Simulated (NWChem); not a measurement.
# NaCl; SMILES [Na][Cl]

```xyz
2

Na     0.0000     0.0000    -1.4097
Cl     0.0000     0.0000     0.9285
```
Atoms are numbered in this order, from 1.

Geometry: optimised at PBE0/def2-SVP.

### Question
List the 4 lowest vertical singlet excitations and the 4 lowest triplet ones from PBE/def2-SVPD, TDA (NWChem).

### Answer
```
state  energy (eV)  oscillator strength  leading excitation (squared amplitude)
-----  -----------  -------------------  --------------------------------------
S1            3.13                0.009                      HOMO → LUMO (1.00)
S2            3.13                0.009                    HOMO−1 → LUMO (1.00)
S3            3.87                0.109                    HOMO−2 → LUMO (0.95)
S4            5.08                0.000                  HOMO−1 → LUMO+2 (0.35)
T1            3.05       spin-forbidden                      HOMO → LUMO (1.00)
T2            3.05       spin-forbidden                    HOMO−1 → LUMO (1.00)
T3            3.40       spin-forbidden                    HOMO−2 → LUMO (1.00)
T4            4.98       spin-forbidden                  HOMO−1 → LUMO+1 (0.39)
```
